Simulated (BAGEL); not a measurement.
# BH2 (SMILES [BH2]): FCI/3-21G (density fitting with qzvpp-jkfit)

Aim: the vertical doublet–quartet gap of BH2 at FCI/3-21G (density fitting with qzvpp-jkfit), from 2 runs. 

The calculation is run with BAGEL 1.2.2.

12 further runs of the same task are left out: 12 set aside as unsound or not needed.

## Step 1: The structure to begin with

BH2: 3 atoms, total charge 0, spin state doublet. As SMILES, `[BH2]`. The coordinates come from a GFN2-xTB relaxation.

Bond lengths: B1–H2 1.159 Å, B1–H3 1.159 Å. Angles: H2–B1–H3 128.4°.

## Step 2: A single-point energy at FCI/3-21G (density fitting with qzvpp-jkfit)

input.json reads:

```json
{ "bagel": [

{
  "title": "molecule",
  "basis": "3-21g",
  "df_basis": "qzvpp-jkfit",
  "angstrom": "true",
  "geometry": [
    { "atom": "B", "xyz": [       0.262840,      -0.166230,       0.128640 ] },
    { "atom": "H", "xyz": [       0.280020,       0.985320,       0.260980 ] },
    { "atom": "H", "xyz": [      -0.542860,      -0.819090,      -0.389630 ] }
  ]
},

{
  "title": "hf",
  "charge": 1
},

{
  "title": "fci",
  "nstate": 1,
  "ncore": 1,
  "nspin": 1
}

]}
```

Started as:

```console
BAGEL_NUM_THREADS=1 BAGEL input.json > input.out
```

The log of the run:

```text
* using 1 threads per process

  ===============================================================
  ===============================================================

  *** Geometry ***

  { "atom" : "B", "xyz" : [      0.496696,     -0.314129,      0.243094 ] },
  { "atom" : "H", "xyz" : [      0.529161,      1.861985,      0.493181 ] },
  { "atom" : "H", "xyz" : [     -1.025857,     -1.547856,     -0.736294 ] },

  Number of auxiliary basis functions:      111

  Since a DF basis is specified, we compute 2- and 3-index integrals:
    o Being stored without compression. Storage requirement is 0.000 GB

  Number of basis functions:       13
  Number of electrons      :        7

    * METHOD: MOLECULE                             0.01

  *** RHF ***

  === Nuclear Repulsion ===
     4.8182438468

      * DIIS with orbital gradients will be used.

  === RHF iteration (3-21g) ===
      0        -25.23897125          0.03779503           0.00
      1        -25.28063934          0.00795602           0.00
      2        -25.28228432          0.00185357           0.00
      3        -25.28237637          0.00028453           0.00
      4        -25.28237824          0.00002686           0.00
      5        -25.28237826          0.00000155           0.00
      6        -25.28237826          0.00000015           0.00
      7        -25.28237826          0.00000001           0.00
      8        -25.28237826          0.00000000           0.00
    * SCF iteration converged.

    * Permanent dipole moment:
           (   -0.357894,     0.226364,    -0.175164) a.u.

    * METHOD: HF                                   0.02

  ---------------------------
        FCI calculation
  ---------------------------

  Performs exactly the same way as Knowles & Handy 1984 CPL

  o alpha-beta strings
      length:           286
  o size of the space
      determinant space:  14520
      spin-adapted space: 8580

  o single displacement lists (alpha)
      length:          6600
  o single displacement lists (beta)
      length:          1452
 Constructing space of all determinants that can formed by removing 1 electron from 3 alpha and 2 beta electrons.

 Space is made up of 4 determinants.
  o forming links

     guess   0:   closed 11..........         open ..1.........

  === FCI iteration ===

      0  0       -25.57505394     3.00e-03      0.01
      1  0       -25.64745836     9.93e-04      0.01
      2  0       -25.65371579     2.55e-04      0.01
      3  0       -25.65410117     6.72e-05      0.01
      4  0       -25.65412774     1.68e-05      0.01
      5  0       -25.65412927     3.65e-06      0.01
      6  0       -25.65412934     8.96e-07      0.01
      7  0       -25.65412935     2.29e-07      0.01
      8  0       -25.65412935     5.98e-08      0.01
      9  0       -25.65412935     1.55e-08      0.01
     10  0       -25.65412935     4.12e-09      0.01
     11  0       -25.65412935     1.04e-09      0.01
     12  0       -25.65412935     2.84e-10      0.01
     13  0 *     -25.65412935     7.64e-11      0.01

     * ci vector, state   0, <S^2> = 0.7500
       22a.........    -0.9686658855
       2aa...b.....    -0.0828724040
       a22.........     0.0828630202
       2ba...a.....     0.0742134215
       .2a2........    -0.0579985520
       2aa..b......    -0.0500546028

    * METHOD: FCI                                  0.12

  ===============================================================
```

Wall time 0.34 s (1 thread of Intel Xeon Platinum 8488C (Sapphire Rapids), shared host).

## Step 3: The quartet at the same level

input.json reads:

```json
{ "bagel" : [

{
  "title" : "molecule",
  "basis" : "3-21g",
  "df_basis" : "qzvpp-jkfit",
  "angstrom" : true,
  "geometry" : [
    { "atom" : "B", "xyz" : [       0.262840,      -0.166230,       0.128640 ] },
    { "atom" : "H", "xyz" : [       0.280020,       0.985320,       0.260980 ] },
    { "atom" : "H", "xyz" : [      -0.542860,      -0.819090,      -0.389630 ] }
  ]
},

{
  "title" : "hf",
  "charge" : 1
},

{
  "title" : "fci",
  "nstate" : 1,
  "ncore" : 1,
  "nspin" : 3
}

]}
```

Started as:

```console
BAGEL_NUM_THREADS=1 BAGEL input.json > input.out
```

The log of the run:

```text
* using 1 threads per process

  ===============================================================
  ===============================================================

  *** Geometry ***

  { "atom" : "B", "xyz" : [      0.496696,     -0.314129,      0.243094 ] },
  { "atom" : "H", "xyz" : [      0.529161,      1.861985,      0.493181 ] },
  { "atom" : "H", "xyz" : [     -1.025857,     -1.547856,     -0.736294 ] },

  Number of auxiliary basis functions:      111

  Since a DF basis is specified, we compute 2- and 3-index integrals:
    o Being stored without compression. Storage requirement is 0.000 GB

  Number of basis functions:       13
  Number of electrons      :        7

    * METHOD: MOLECULE                             0.01

  *** RHF ***

  === Nuclear Repulsion ===
     4.8182438468

      * DIIS with orbital gradients will be used.

  === RHF iteration (3-21g) ===
      0        -25.23897125          0.03779503           0.00
      1        -25.28063934          0.00795602           0.00
      2        -25.28228432          0.00185357           0.00
      3        -25.28237637          0.00028453           0.00
      4        -25.28237824          0.00002686           0.00
      5        -25.28237826          0.00000155           0.00
      6        -25.28237826          0.00000015           0.00
      7        -25.28237826          0.00000001           0.00
      8        -25.28237826          0.00000000           0.00
    * SCF iteration converged.

    * Permanent dipole moment:
           (   -0.357894,     0.226364,    -0.175164) a.u.

    * METHOD: HF                                   0.02

  ---------------------------
        FCI calculation
  ---------------------------

  Performs exactly the same way as Knowles & Handy 1984 CPL

  o alpha-beta strings
      length:           507
  o size of the space
      determinant space:  5940
      spin-adapted space: 5148

  o single displacement lists (alpha)
      length:         17820
  o single displacement lists (beta)
      length:           144
 Constructing space of all determinants that can formed by removing 1 electron from 4 alpha and 1 beta electrons.

 Space is made up of 4 determinants.
  o forming links

     guess   0:   closed 1...........         open .111........

  === FCI iteration ===

      0  0       -25.37002419     4.23e-03      0.01
      1  0       -25.44779267     1.43e-03      0.01
      2  0       -25.45418122     3.99e-04      0.01
      3  0       -25.45462903     9.36e-05      0.01
      4  0       -25.45465346     2.23e-05      0.01
      5  0       -25.45465477     5.59e-06      0.01
      6  0       -25.45465486     1.40e-06      0.01
      7  0       -25.45465486     3.13e-07      0.01
      8  0       -25.45465486     8.45e-08      0.01
      9  0       -25.45465486     2.58e-08      0.01
     10  0       -25.45465486     6.96e-09      0.01
     11  0       -25.45465486     1.61e-09      0.01
     12  0       -25.45465486     4.00e-10      0.01
     13  0       -25.45465486     1.19e-10      0.01
     14  0 *     -25.45465486     4.05e-11      0.01

     * ci vector, state   0, <S^2> = 3.7500
       2aaa........     0.9526372337
       aa2a........     0.1366853288
       a2.a.a......     0.1000785822
       abaaa.......    -0.0899202457
       2.aa.a......     0.0761344810
       2a.aa.......    -0.0674680013
       2.aa..a.....     0.0670933806
       aaaba.......     0.0637571852
       aaaa.....b..     0.0561430244

    * METHOD: FCI                                  0.15

  ===============================================================
```

Run time: 0.38 s. Hardware: 1 thread of Intel Xeon Platinum 8488C (Sapphire Rapids), shared host.

## Step 4: Summary of results

At FCI/3-21G (density fitting with qzvpp-jkfit), 1 core orbital frozen:

| quantity | value |
| --- | --- |
| doublet: total energy | -25.65413 Eh |
| quartet: total energy | -25.45465 Eh |
| vertical energy of the quartet above the doublet | 5.428 eV |

**Reading.** At this shape the quartet lies 5.43 eV (524 kJ/mol) above the doublet.
